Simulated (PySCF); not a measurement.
Input of a run (PBE0-D3(BJ)/def2-SVP geometry optimisation, gas phase (PySCF 2.14.0)), started from GFN2-xTB:
```
{"job": {"xc": "PBE0", "basis": "def2-SVP", "d3": "d3bj", "grid": 1, "shake": 0.01, "kind": "geom"}, "charge": 0, "multiplicity": 1}
C      1.686310    -0.346020     0.089510
C      0.381230    -0.051950     0.085740
C     -0.713600     0.940520     0.149790
C     -0.953170    -0.525200    -0.055200
Cl    -1.561560    -1.065740    -1.647610
H      2.402230     0.454930     0.224960
H      2.037960    -1.327360    -0.056880
H     -0.943880     1.387150     1.104920
H     -0.825840     1.616790    -0.661320
H     -1.459240    -1.104060     0.745040
```

Output (energies in Eh, forces in Eh/bohr):
```
step   0  E = -614.96646447  max force = 0.034538
step   1  E = -614.96675250  max force = 0.020639
step   2  E = -614.96891935  max force = 0.007259
step   3  E = -614.96960125  max force = 0.007298
step   4  E = -614.97016170  max force = 0.005310
step   5  E = -614.97051872  max force = 0.003793
step   6  E = -614.97073464  max force = 0.003713
step   7  E = -614.97084510  max force = 0.002656
step   8  E = -614.97090670  max force = 0.001940
step   9  E = -614.97093800  max force = 0.000883
step  10  E = -614.97094398  max force = 0.000249
optimisation converged
```

Problem. Summarise the run.

Solution. The energy falls by 2.8 kcal/mol over 11 energy and gradient evaluations, the largest force component goes from 0.0345 to 2.5e-04 Eh/bohr, and the atoms move by 0.029 Å rms after alignment. The bond that changes most is C1–H7 (terminal =CH2 carbon to vinylic hydrogen), which lengthens by 0.041 Å. Bonds longer at the end by more than 0.005 Å: 6 of 10; shorter: 4. Among the angles that change most is C4–C3–H9, from 120.1° to 116.9°. The energy never rose by more than 1e-6 Eh on the way. The first step brought 6 % of the lowering.

Problem. What are the final bond lengths?

Solution. C1=C2 1.322 Å, C2–C3 1.466 Å, C3–C4 1.519 Å, C4–Cl5 1.764 Å, C2–C4 1.458 Å, C1–H6 1.094 Å, C1–H7 1.093 Å, C3–H8 1.096 Å, C3–H9 1.096 Å, C4–H10 1.095 Å. Numbering counts from 1 in the input's order; the species is `C1C([C@@H]1Cl)=C`.

The run used 99 basis functions and 76 SCF cycles in all. Time: 35 s wall; peak memory 0.41 GiB. Hardware: Arm Neoverse V1, one thread, shared host with 32 logical CPUs at a one-minute load of 9.9.

No frequency check.
